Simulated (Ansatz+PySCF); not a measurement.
**doublet CHF2: levels of theory in one basis**

```yaml
atoms:
  - { symbol: C, position_ang: [0.0000, 0.4871, -0.1511] }
  - { symbol: F, position_ang: [-1.1003, -0.2419, 0.0284] }
  - { symbol: H, position_ang: [0.0000, 1.4306, 0.3952] }
  - { symbol: F, position_ang: [1.1003, -0.2419, 0.0284] }
```

Basis set: cc-pVTZ (spherical functions). Correlated methods keep 3 orbitals frozen. Correlation on ROHF uses semicanonical orbitals with singles. Charge 0, multiplicity 2.

Computed with Ansatz (development build ahead of 0.2.0) and PySCF 2.14.0; each method stands on the lowest determinant of its kind that the runs found.

| method | E − E(ROHF) (eV) | <S²> of the determinant |
| --- | --- | --- |
| ROHF | 0.00 | 0.75 |
| UHF | -0.08 | 0.76 |
| ROHF-MP2 | -17.46 | – |
| UHF-MP2 | -17.45 | 0.76 |
| UHF-CCSD | -17.71 | 0.76 |

(1) What does ROHF-CCSD(T) give on the same scale?

Answers

(1) -18.26 eV.
